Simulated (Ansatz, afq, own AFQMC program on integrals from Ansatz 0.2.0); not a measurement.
# AlH$_{3}$ + HO, doublet: a scan with AFQMC

```xyz
6

Al   -1.0588    0.0202    0.0000
H    -1.8518    1.3935    0.0000
H    -1.8518   -1.3532    0.0000
H     0.5270    0.0202    0.0000
O     1.8532    0.0202    0.0000
H     2.1050   -0.9198    0.0000
```

A hydrogen atom is moved from one rigid fragment to the other; the Al1–H4 distance tells how far. The two fragments are held close together, so this isn't a minimum-energy path and the start is a compressed complex. Energies in mEh count from this geometry (1.586 Å) at the same level; the start stands on UHF, each point on the determinant named.

Basis cc-pVTZ. Noble-gas cores (and the filled d shells of Ga–Kr and In–Xe) are frozen. AFQMC by an in-house program on the Cholesky factors that Ansatz 0.2.0 writes for its CCSD(T) run. The CISD trial takes its coefficients from CCSD amplitudes. Released means that phaseless walkers are propagated on without the constraint, phases kept. ± is one standard error of the sampling.

| r(Al1–H4) / Å | det. | T1 | weight | ⟨S²⟩ | CCSD | wB97M-V | CCSD(T) |
| --- | --- | --- | --- | --- | --- | --- | --- |
| 1.682 | UHF | 0.022 | 0.87 | 0.78 | -9.8 | -9.6 | -10.4 |
| 1.730 | UHF | 0.019 | 0.87 | 0.78 | -15.4 | -14.9 | -16.1 |
| 1.778 | UHF | 0.017 | 0.87 | 0.77 | -21.3 | -20.3 | -22.0 |
| 1.826 | UHF | 0.015 | 0.88 | 0.77 | -27.1 | -25.6 | -27.7 |
| 1.922 | UHF | 0.014 | 0.88 | 0.76 | -35.4 | -32.6 | -35.4 |

(1) Estimate the curve of phaseless AFQMC with a CISD trial, counted from the same start.

Answers

(1) 
| r(Al1–H4) / Å | det. | T1 | weight | ⟨S²⟩ | ph-AFQMC/CISD | released AFQMC |
| --- | --- | --- | --- | --- | --- | --- |
| 1.682 | UHF | 0.022 | 0.87 | 0.78 | -10.8 ± 0.2 | – |
| 1.730 | UHF | 0.019 | 0.87 | 0.78 | -16.4 ± 0.4 | – |
| 1.778 | UHF | 0.017 | 0.87 | 0.77 | -22.3 ± 0.4 | -21.8 ± 0.5 |
| 1.826 | UHF | 0.015 | 0.88 | 0.77 | -28.0 ± 0.2 | – |
| 1.922 | UHF | 0.014 | 0.88 | 0.76 | -35.4 ± 0.4 | -34.3 ± 0.5 |

Weight is that of the determinant in the CISD state; at the start T1 is 0.028 and the weight 0.86, and ⟨S²⟩ is 0.78. A dash marks a missing value, a released energy that hasn't settled or a functional that sits on another state. Largest departures from phaseless AFQMC with a CISD trial: CCSD(T) 0.4 mEh at 1.682 (on UHF) (within the noise), released AFQMC 1.2 mEh at 1.922 (on UHF) (within the noise), CCSD 1.0 mEh at 1.682 (on UHF), wB97M-V 2.8 mEh at 1.922. The walk's constraint bias lies outside its error bars, so these are departures and not errors. Functionals count only at points shown to share the start's state and spin.

A walk keeps the symmetry of its determinant, which the program's search chose and which needn't be the lowest solution, so a lower state of the same spin and another symmetry isn't excluded. Released energies are given only where the last usable release times agree within the noise; a slower fall can still hide under it.
